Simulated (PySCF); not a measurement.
**Beryllium: a sound run and one with changed settings**

Sound run: Be [He] 2s2, Be+ [He] 2s1. Calculation: PySCF 2.14, in cc-pVDZ-DK (3s2p1d, 14 functions); the spin-free X2C one-electron Hamiltonian (Gaussian nucleus). In the sound run the correlated levels freeze 1s2. The sound run starts from symmetry-adapted Hartree-Fock orbitals and uses a fine grid where one is needed.

Changed run: basis STO-3G, all-electron and non-relativistic. This setting is unsound on purpose.

```
species   method  sound run (hartree)  changed run (hartree)  converged
     Be      UHF            -14.57484              -14.35188        yes
     Be      PBE            -14.63025              -14.40592        yes
     Be     TPSS            -14.67273              -14.45296        yes
     Be      MP2            -14.60046              -14.37567        yes
     Be  CCSD(T)            -14.61934              -14.40333        yes
    Be+      UHF            -14.27791              -14.09784        yes
    Be+      PBE            -14.29787              -14.11224        yes
    Be+     TPSS            -14.33810              -14.15698        yes
```

Ionisation energy of Be:

| method | sound run (eV) | changed run (eV) |
| --- | --- | --- |
| UHF | 8.080 | 6.913 |
| PBE | 9.045 | 7.991 |
| TPSS | 9.106 | 8.054 |
| MP2 | 8.777 | 7.560 |
| SCS-MP2 | 8.916 | 7.690 |
| CCSD | 9.291 | 8.313 |
| CCSD(T) | 9.291 | 8.313 |
| CCSDT | 9.291 | 8.313 |
| FCI | 9.291 | 8.313 |

A minimal basis cannot let orbitals breathe on ionisation and holds almost no correlation. The Hamiltonian changed with the basis, so the totals do not compare.

For comparison, NIST gives 9.323 eV between the lowest levels.
